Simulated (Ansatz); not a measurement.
# Redistribution: C2H3F3O + C3H6O → C2H4F2O + C3H5FO

Species: C2H3F3O `FCOC(F)F`, singlet; C3H6O (propylene oxide) `CC1CO1`, singlet; C2H4F2O `COC(F)F`, singlet; C3H5FO `CC1OC1F`, singlet. The partners trade F for H; both sit on C, so the bond types are kept.

Shapes, held fixed at every level: PBE0-D4/def2-TZVP. Flexible molecules stand in one conformer, not always the lowest. Programs: Ansatz 0.2.0. The zero-point and thermal change to 298 K, harmonic and unscaled (PBE0-D4/def2-TZVP), is -2.0 kJ/mol.

Q: Estimate ΔH(298 K) of this reaction.

A: The highest level, CCSD(T)/CBS estimate, gives ΔH(298 K) = -6.4 kJ/mol; the levels span -9.2 to -4.5. The column of differences is taken from that level and isn't an error. No measured value is set beside it here. The CBS estimate extrapolates MP2 from def2-TZVPP and def2-QZVPP and adds CCSD(T) − MP2 in the triple-zeta set, cores frozen.

```tsv
level	kind	ΔH(298 K) (kJ/mol)	less CCSD(T)/CBS estimate
HF/def2-SVP	Hartree–Fock	-5.1	+1.3
HF/def2-TZVPP	Hartree–Fock	-4.5	+1.9
PBE0-D4/def2-TZVPP	global hybrid	-9.2	-2.8
r2SCAN0-D4/def2-TZVPP	global hybrid	-8.8	-2.4
B2PLYP/def2-TZVPP	double hybrid	-7.9	-1.5
MP2/def2-SVP	perturbation theory	-9.2	-2.8
CCSD(T)/def2-TZVPP	coupled cluster or CI	-6.3	+0.1
CCSD(T)/CBS estimate	coupled cluster or CI	-6.4	0.0
```
